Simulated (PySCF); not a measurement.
BF3, SMILES FB(F)F (connectivity only; charge and spin as stated), charge +1, multiplicity 2.

Geometry: ωB97X-D3(BJ)/def2-TZVP. The spin state was assumed, not searched. The isomer is the one that the SMILES or the coordinates give; other isomers of the formula were not compared.

Two levels are set side by side: PBE/def2-TZVPD (PySCF) and r2SCAN/def2-TZVPD (PySCF). Same geometry, gas phase. Differences are taken from unrounded values.

```json
[
 {"quantity": "α-spin orbital gap (eV)", "r2SCAN": "11.66"},
 {"quantity": "β-spin orbital gap (eV)", "r2SCAN": "1.55"},
 {"quantity": "mean polarisability (bohr³)", "r2SCAN": "19.0"}
]
```

Question: What does PBE give, and how far is it from r2SCAN? (The exact figures need the calculation; the answer reports its results.)

Answer: 
```
quantity                       PBE  PBE minus r2SCAN
---------------------------  -----  ----------------
α-spin orbital gap (eV)      10.65             -1.01
β-spin orbital gap (eV)       1.03             -0.51
mean polarisability (bohr³)   19.7               0.7
```

Rough cost on one machine, each run with all the roots and properties that it gave: r2SCAN against PBE about 3 times.
